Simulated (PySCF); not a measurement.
# BCl: one state, many levels of theory

State: ¹Σ⁺ (singlet), closed shell. Set-up: B def2-SVP, Cl def2-SVP; no relativity (PySCF 2.14). De refers to B + Cl in their high-spin ground configurations, without counterpoise correction. A positive dipole means B(−)Cl(+).

```tsv
Level	Re (Å)	ωe (cm⁻¹)	De (eV)	μ (D)	CPU s a point (SCF and correlation, without the integrals)
RHF	1.716	886	3.86	1.55	0.014
RHF-MP2	1.703	915	5.23	n/a	0.02
RHF-SCS-MP2	1.708	905	5.07	n/a	n/a
RHF-CCSD	1.715	893	4.96	n/a	n/a
RHF-CCSD(T)	1.716	889	5.10	n/a	0.12
PBE	1.734	825	5.60	1.84	0.19
r²SCAN	1.727	840	5.39	1.79	0.24
TPSSh	1.730	839	5.24	1.73	0.27
PBE0	1.719	860	5.38	1.77	0.32
r²SCAN0	1.717	866	5.21	1.74	0.24
HSE06	1.720	857	5.36	1.76	0.27
M06-2X	1.720	858	5.44	1.59	0.25
```

Q: Which functional lies closest to RHF-CCSD(T) in De, which farthest, and by how much do they differ from it?

A: Closest is r²SCAN0 (+0.1 pm in Re, -2.6 % in ωe, +0.11 eV in De against RHF-CCSD(T) in the same basis), farthest PBE (+1.8 pm in Re, -7.2 % in ωe, +0.50 eV in De). CCSD(T) converges more slowly with the basis than the functionals do and binds too weakly in this one, so the order can change at the basis-set limit.

Q: What does a quarter of exact exchange do here, going from PBE to PBE0?

A: PBE0 less PBE: -1.5 pm in Re, +4.2 % in ωe, -0.22 eV in De. Exact exchange removes part of the self-interaction that spreads semilocal densities, and in most molecules shortens and stiffens the bond and lowers De; so it does here.

Q: What does the step from GGA to meta-GGA do here, going from PBE to r²SCAN?

A: r²SCAN less PBE: -0.7 pm in Re, +1.8 % in ωe, -0.21 eV in De. 

Correlated steps freeze 6 core orbitals. Correlated levels converge slowly with the basis: in double zeta they bind strong bonds too weakly, by up to about 1 eV, and carry superposition errors of some tenths. Where the molecule has an RHF reference, its open-shell atoms are computed with UHF.

The whole job (state search and all levels along the bond) took about 0.48 min on 1 thread of Intel Xeon 6975P-C (shared host), peak memory 0.38 GiB.
